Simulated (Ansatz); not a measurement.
HAlGa, doublet in 6-31G: errors against full CI

Geometry: a point of a stretch scan, not a stationary point.

```tsv
atom	x (Å)	y (Å)	z (Å)
Al	0.0000	0.0000	0.5267
Ga	0.0000	0.0000	-2.6753
H	0.0000	0.0000	2.1485
```

Basis 6-31G (Cartesian d functions); Ansatz 0.2.0. Correlated methods freeze the noble-gas cores and the filled d shells of p-block atoms, which leaves 7 electrons in 25 orbitals. R marks a restricted (for open shells ROHF) determinant, U an unrestricted one. Active spaces: pair = (3e, 3o) about the gap; valence = (7e, 9o) chosen from the atoms' valence shells. No spin–orbit coupling is included, and no scalar relativity.

Full CI is exact within this basis and frozen core; it isn't the basis-set limit. The frozen core follows each run's orbitals, which can shift R against U totals by a few meV for light atoms and by up to 0.1 eV past Ca.

For open shells CISD is restricted-active-space CI with the open shells as a complete middle space.

- UHF ⟨S²⟩: 0.752
- T1 diagnostic (RCCSD): 0.0578
- largest doubles amplitude (RCCSD): 0.119

| level | E − E(full CI) (kJ/mol) | share of correlation (%) | wall time |
| --- | --- | --- | --- |
| RHF | 225.2 | 0.00 | – |
| RMP2 | 84.1 | 62.63 | – |
| CISD | 22.5 | 90.02 | 1.2 s |
| RCCSD | 8.4 | 96.27 | – |
| RCCSD(T) | 3.4 | 98.48 | 4.6 s |
| BCCD(T) | 3.6 | 98.38 | 4.2 s |
| RCCSDT | 0.5 | 99.79 | – |
| RCCSDT(Q) | 0.1 | 99.94 | 6.5 s |
| CASSCF (pair space) | 185.6 | 17.59 | – |
| NEVPT2 (pair space) | 78.3 | 65.22 | 2.5 s |
| MRCISD (pair space) | 16.2 | 92.83 | – |
| MRCISD+Q (pair space) | -4.0 | 101.78 | 2.9 s |
| CASSCF (valence space) | 54.1 | 75.96 | – |
| NEVPT2 (valence space) | 16.5 | 92.66 | 4.1 s |
| MRCISD (valence space) | 1.6 | 99.30 | – |
| MRCISD+Q (valence space) | 0.4 | 99.82 | 5.5 s |

The correlation energy at full CI, counted from RHF, is -2.334 eV. That run took 2 min on 1 thread of Arm Neoverse V2, shared host over 7,273,250 determinants.

Run but not shown, since their state or frozen core can't be matched to the reference's or they repeat it: UHF, UMP2, UCCSD, UCCSD(T), UCCSDT, UCCSDT(Q).

Times hold each run's SCF and search for its determinant on a shared host, so for small cases they say little of a method's own cost; they ran on 1 thread of Arm Neoverse V2.

Not variational, and here over 5 meV under the exact energy: MRCISD+Q (pair space).

The full-CI state has the irrep B1 of C2v, in the program's axes (one component, if the state is degenerate).

Natural occupations of full CI about the gap: 1.960 1.931 1.872 0.962 0.082 0.067 0.041 0.030 0.025 0.007; effectively unpaired electrons, Σ n²(2−n)², 1.13.
